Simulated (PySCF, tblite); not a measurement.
**CH3NO, a complex of two parts: NMR shifts, interaction energy, infrared bands, spin-spin couplings and core binding energies**

The task here is to estimate one member of a computed series from the others.

Programs: tblite 0.8.0 and PySCF 2.14.0. All values are calculated, for the isolated system unless a continuum is named. Atoms count from 0, parts from 1.

## Starting point

6 atoms, charge 0, multiplicity 1; geometry: rigid parts in contact. Parts: 1 = atoms 0–2, `C#N`, charge 0; 2 = atoms 3–5, `O`, charge 0.

The first run:

The job: settings as JSON, then the geometry in Å.

```
{"job": {"kind": "dock", "xc": "GFN2-xTB", "basis": "xTB"}, "charge": 0, "multiplicity": 1, "parts": [{"atoms": "0-2", "charge": 0, "multiplicity": 1}, {"atoms": "3-5", "charge": 0, "multiplicity": 1}]}
C     -0.026241     0.002791    -0.000235
N      1.104697    -0.120219     0.005319
H     -1.078456     0.117429    -0.005084
O     -2.944791    -0.297335     0.425199
H     -2.604589    -0.392429     1.317049
H     -3.567938    -1.012146     0.281180
```

With the program's defaults for keys left out, this is: GFN2-xTB search for minima from random contacts, gas phase.

The run is started by

```bash
> OMP_NUM_THREADS=1 python cluster_run.py task.json out
```

The driver reads the jobs from task.json and runs them one after another.

Among the steps run: Docking the parts with GFN2-xTB; Geometry optimisation at PBE0-D3(BJ)/def2-TZVPD; NMR shieldings: PBE0/pcSseg-2; Coupled-cluster interaction energy: CCSD(T) and MP2.

One table of the session follows, with a row left open; its other results are not shown here.

It belongs to the step «Coupled-cluster interaction energy: CCSD(T) and MP2». 

```
                 method  interaction energy (kcal/mol)
         HF/aug-cc-pVDZ                          -4.50
        MP2/aug-cc-pVDZ                          -4.58
       CCSD/aug-cc-pVDZ                              ?
    CCSD(T)/aug-cc-pVDZ                          -4.50
         HF/aug-cc-pVQZ                          -4.59
        MP2/aug-cc-pVQZ                          -5.10
    SCS-MP2/aug-cc-pVQZ                          -4.67
      MP2, extrapolated                          -5.19
CCSD(T), limit estimate                          -5.10
```

**Question.** Estimate the row for CCSD/aug-cc-pVDZ.

**Answer.** interaction energy (kcal/mol): -4.40. In the column «interaction energy (kcal/mol)» it is the highest.
